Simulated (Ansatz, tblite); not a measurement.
# (NaH)2 ring (Na2H2): rung by rung

One table from this session's results is given with a row withheld; the runs are named, their logs left out.

Method: as each input shows; program: Ansatz 0.2.0, Gaussian basis.

Plan: GFN1-xTB, GFN2-xTB, PBE-D4/def2-TZVP, r2SCAN-D4/def2-TZVP, ωB97X-V/def2-TZVP, r2SCAN0-D4/def2-TZVP, B3LYP-D4/def2-TZVP, BHLYP-D4/def2-TZVP, CAM-B3LYP-D4/def2-TZVP, B2PLYP/def2-TZVP, BLYP-D4/def2-TZVP, PBE-D4/def2-SVP, PBE0-D4/def2-SVP, HF/STO-3G, HF/6-31G, B3LYP-D4/6-31G, CCSD(T)/def2-TZVPP, MP2/def2-TZVP, RPA/def2-TZVP.

## The relaxed structure

The singlet was relaxed beforehand with PBE0-D4/def2-TZVP.

4 atoms, charge 0, spin multiplicity 1.

Bond lengths: Na1–H2 2.101 Å, Na1–Na3 2.805 Å, Na1–H4 2.101 Å, H2–Na3 2.101 Å, Na3–H4 2.100 Å. Angles: H2–Na1–Na3 48.1°, H2–Na1–H4 96.2°, Na3–Na1–H4 48.1°, Na1–H2–Na3 83.8°, Na1–Na3–H2 48.1°, Na1–Na3–H4 48.1°, H2–Na3–H4 96.2°, Na1–H4–Na3 83.8°.

Coordinates:

```xyz
4

Na    1.0897    0.6244   -0.6248
H    -0.6906    1.3907    0.1849
Na   -1.0899   -0.6245    0.6243
H     0.6908   -1.3905   -0.1844
```

PBE0-D4/def2-TZVP was run before; its log isn't repeated, and its numbers join the tables.

The first run:

Tight binding, by tblite at 300 K electronic temperature and without a spin-polarisation term:

```python
tblite.interface.Calculator('GFN1-xTB', numbers, positions, charge=0, uhf=0).singlepoint()
```

Tight binding, by tblite at 300 K electronic temperature and without a spin-polarisation term:

```python
tblite.interface.Calculator('GFN2-xTB', numbers, positions, charge=0, uhf=0).singlepoint()
```

start.molden holds the orbitals of an earlier run on this state, given as this run's starting guess.

in.yaml

```yaml
crystal:
  periodic: [false, false, false]
  atoms:
    - {symbol: Na, position_ang: [1.089681, 0.624357, -0.624837]}
    - {symbol: H, position_ang: [-0.690587, 1.390665, 0.184871]}
    - {symbol: Na, position_ang: [-1.089920, -0.624521, 0.624350]}
    - {symbol: H, position_ang: [0.690816, -1.390501, -0.184394]}
basis:
  gaussian: {orbitals: def2-TZVP, initial_orbitals: start.molden}
hamiltonian: {xc: pbe, dispersion: d4}
scf: {omitted_lower_state_checks: [starts]}
output: {orbitals: {seedname: orbitals}}
```

Command:

```bash
$ ansatz run in.yaml --threads 4 --pin off --events-out ev --progress --plain --max-ram 3916MiB
```

Steps of the session up to this table: PBE-D4/def2-TZVP; r2SCAN-D4/def2-TZVP; ωB97X-V/def2-TZVP; r2SCAN0-D4/def2-TZVP; B3LYP-D4/def2-TZVP; BHLYP-D4/def2-TZVP; CAM-B3LYP-D4/def2-TZVP; B2PLYP/def2-TZVP; BLYP-D4/def2-TZVP; PBE-D4/def2-SVP; PBE0-D4/def2-SVP; HF/STO-3G; HF/6-31G; B3LYP-D4/6-31G; CCSD(T)/def2-TZVPP; MP2/def2-TZVP; RPA/def2-TZVP.

One table of the session follows, with a row left open; its other results are not shown here.

It belongs to the step «Levels side by side». 

| level | HOMO (eV) | LUMO (eV) | gap (eV) |
| --- | --- | --- | --- |
| HF/STO-3G | -2.29 | 12.85 | 15.14 |
| HF/6-31G | -7.51 | 0.51 | 8.02 |
| PBE-D4/def2-SVP | -3.93 | -1.24 | 2.69 |
| PBE-D4/def2-TZVP | -3.99 | -1.29 | 2.71 |
| BLYP-D4/def2-TZVP | -3.93 | -1.32 | 2.62 |
| r2SCAN-D4/def2-TZVP | -4.14 | -0.57 | 3.57 |
| B3LYP-D4/6-31G | ? | ? | ? |
| B3LYP-D4/def2-TZVP | -4.90 | -1.00 | 3.89 |
| PBE0-D4/def2-SVP | -4.96 | -0.69 | 4.26 |
| PBE0-D4/def2-TZVP | -5.02 | -0.74 | 4.28 |
| r2SCAN0-D4/def2-TZVP | -5.12 | -0.31 | 4.82 |
| BHLYP-D4/def2-TZVP | -6.04 | -0.42 | 5.62 |
| CAM-B3LYP-D4/def2-TZVP | -6.37 | -0.30 | 6.07 |
| ωB97X-V/def2-TZVP | -7.32 | 0.43 | 7.75 |

**Question.** Estimate the row for B3LYP-D4/6-31G.

**Answer.** HOMO (eV): -4.85; LUMO (eV): -1.05; gap (eV): 3.80. In the column «HOMO (eV)» it lies between B3LYP-D4/def2-TZVP (-4.90) and r2SCAN-D4/def2-TZVP (-4.14).
